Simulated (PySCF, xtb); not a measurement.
NO2, SMILES O=N[O], multiplicity 2.

Harmonic wavenumbers (cm⁻¹) from xtb with GFN2-xTB at its own minimum, in rising order: 651, 1428, 1931.

**Question.** What does PBE-D3(BJ)/def2-TZVP in PySCF give at its own minimum? (Estimate from the structure and the level; the computed values follow.)

**Answer.** 743, 1336, 1653. Paired by order, the mean absolute difference is 154 cm⁻¹ and the zero-point energies are 5.7 and 5.3 kcal/mol.
